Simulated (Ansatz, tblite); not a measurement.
# The cluster SnCl₂: a ladder of methods and basis sets

Aim: run the singlet of the cluster SnCl₂ at one geometry on many levels, and compare frontier levels, spin and run time.

Program: Ansatz 0.2.0, Gaussian basis. Level of theory: as each input shows. These are calculated values, not measurements.

The runs, in order: GFN1-xTB, GFN2-xTB, PBE-D4/def2-TZVP, r2SCAN-D4/def2-TZVP, r2SCANh-D4/def2-TZVP, ωB97X-V/def2-TZVP, revPBE-D4/def2-TZVP, PBE-QIDH/def2-TZVP, BLYP-D4/def2-TZVP, PBE-D4/def2-SVP, PBE0-D4/def2-SVP, PBE0-D4/def2-TZVPD, PBE-D4/def2-TZVPD, r2SCAN-D4/def2-TZVPD, CCSD(T)/def2-TZVPP, MP2/def2-TZVP, RPA/def2-TZVP.

1 further run of the same task is left out (set aside as unsound or not needed). Runs told in other sessions of the task aren't counted.

## Step 1: The relaxed structure

The singlet was relaxed beforehand with r2SCAN-D4/def2-TZVP. At that level it is the lowest of the isomers that a small search found.

3 atoms, charge 0, spin multiplicity 1.

Bond lengths: Sn1–Cl2 2.368 Å, Sn1–Cl3 2.368 Å. Angles: Cl2–Sn1–Cl3 98.3°.

Sn takes a core potential in the def2 sets. No spin-orbit coupling is included.

PBE0-D4/def2-TZVP was run before; its log isn't repeated, and its numbers join the tables.

## Step 2: GFN1-xTB

Tight binding, by tblite at 300 K electronic temperature and without a spin-polarisation term:

```python
tblite.interface.Calculator('GFN1-xTB', numbers, positions, charge=0, uhf=0).singlepoint()
```

Energy -301.8470 eV, HOMO -12.41 eV, LUMO -8.28 eV; 0.003 s.

## Step 3: GFN2-xTB

Tight binding, by tblite at 300 K electronic temperature and without a spin-polarisation term:

```python
tblite.interface.Calculator('GFN2-xTB', numbers, positions, charge=0, uhf=0).singlepoint()
```

Energy -308.9680 eV, HOMO -11.37 eV, LUMO -7.26 eV; 0.003 s.

## Step 4: PBE-D4/def2-TZVP

start.molden holds the orbitals of an earlier run on this state, given as this run's starting guess.

Contents of in.yaml:

```yaml
crystal:
  periodic: [false, false, false]
  atoms:
    - {symbol: Sn, position_ang: [0.185781, 0.639212, 0.789548]}
    - {symbol: Cl, position_ang: [0.873807, 0.732315, -1.473868]}
    - {symbol: Cl, position_ang: [-1.059587, -1.371527, 0.684319]}
basis:
  gaussian: {orbitals: def2-TZVP, initial_orbitals: start.molden}
hamiltonian: {xc: pbe, dispersion: d4}
scf: {omitted_lower_state_checks: [starts]}
output: {orbitals: {seedname: orbitals}}
```

Run with:

```bash
$ ansatz run in.yaml --threads 4 --pin off --events-out ev --progress --plain --max-ram 3916MiB
```

The runs that follow: r2SCAN-D4/def2-TZVP; r2SCANh-D4/def2-TZVP; ωB97X-V/def2-TZVP; revPBE-D4/def2-TZVP; PBE-QIDH/def2-TZVP; BLYP-D4/def2-TZVP; PBE-D4/def2-SVP; PBE0-D4/def2-SVP; PBE0-D4/def2-TZVPD; PBE-D4/def2-TZVPD; r2SCAN-D4/def2-TZVPD; CCSD(T)/def2-TZVPP; MP2/def2-TZVP; RPA/def2-TZVP.

Before running them: what should the planned runs give, taken together? Wanted: gap in def2-TZVP, named functionals, smallest and largest; correlation energy, CCSD(T)/def2-TZVPP; correlation energy, MP2/def2-TZVP; binding an atom, CCSD(T)/def2-TZVPP; PBE0 total energy, smallest basis above largest.

The runs gave:

| quantity | value |
| --- | --- |
| gap in def2-TZVP, named functionals, smallest and largest | 3.12 eV (BLYP-D4), 8.94 eV (ωB97X-V) |
| correlation energy, CCSD(T)/def2-TZVPP | -19.69 eV |
| correlation energy, MP2/def2-TZVP | -18.20 eV |
| binding an atom, CCSD(T)/def2-TZVPP | 2.571 eV |
| PBE0 total energy, smallest basis above largest | 8.96 eV (def2-SVP, def2-TZVPD) |

**Reading.** Over the named functionals in def2-TZVP the gap runs from 3.12 eV (BLYP-D4) to 8.94 eV (ωB97X-V); exact exchange widens it. The functionals in def2-TZVP miss CCSD(T)/def2-TZVPP by +0.095 (PBE-QIDH) to +0.245 eV (PBE-D4) an atom. CCSD(T)/def2-TZVPP isn't at the basis-set limit; small misses against it rank nothing.
